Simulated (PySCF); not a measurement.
Structure problem from calculated spectra and properties.

Formula: C4H3FS.

| Item | Value |
| --- | --- |
| 13C NMR | chemical shifts (computed TMS as zero) by class: 179.8 (1 C), 128.2 (1 C), 120.8 (1 C), 111.5 (1 C) ppm [GIAO PBE0/pcSseg-1] |
| 1H NMR | chemical shifts (computed TMS as zero) by class: 6.90 (1 H), 6.64 (1 H), 6.48 (1 H) ppm [GIAO PBE0/pcSseg-1] |
| Polarisability | 61.3 au [CAM-B3LYP/def2-SVPD] |
| Dipole | 1.72 D [CAM-B3LYP/def2-SVPD] |
| UV, first state | lowest singlet excitation: 5.71 eV (217 nm, f = 0.073) [TDDFT CAM-B3LYP/def2-SVPD] |
| Rotational structure | rotational constants A, B, C: 5.352, 3.228, 2.014 GHz [GFN2-xTB] |
| NMR, other nuclei | isotropic shieldings of nuclei other than C and H, by class: 305 (1 F), 319 (1 S) ppm [GIAO PBE0/pcSseg-1] |
| UV, strongest line | among the 8 lowest singlet transitions: S3 at 6.13 eV (202 nm, f = 0.088) [TDDFT CAM-B3LYP/def2-SVPD] |

The electronic properties come from PySCF, for the isolated species, density fitting. Levels stand in brackets. Geometry: GFN2-xTB; no solvent, vibrations or thermal averaging. NMR values are class means; diastereotopic atoms form classes of their own.

Task: What is the compound? Reason from the data.

Result: Numbering: `[F:1][c:2]1[cH:3][cH:4][cH:5][s:6]1`. Its formula, C4H3FS, gives 3 degrees of unsaturation: 1 ring and 2 π bonds in the structure found (Kekulé form). 4 carbons fall into 4 classes; from least to most shielded: aromatic C–F carbon [C2] (179.8 ppm), aromatic CH carbon [C4] (128.2 ppm), aromatic CH next to a ring sulfur [C5] (120.8 ppm), aromatic CH carbon [C3] (111.5 ppm). Hydrogen classes from least to most shielded: 1 H on an aromatic CH carbon, C4 (6.90 ppm), 1 H on an aromatic CH carbon, C3 (6.64 ppm), 1 H on an aromatic CH next to a ring sulfur, C5 (6.48 ppm). The other shieldings belong to: 305 ppm, aryl fluorine [F1]; 319 ppm, thiophene-type sulfur [S6]. The optimised geometry has point group Cs and is an asymmetric top. Structure: `s1c(ccc1)F` (2-fluorothiophene). The assignments are read from this structure; whether some other isomer fits the data as well wasn't checked.
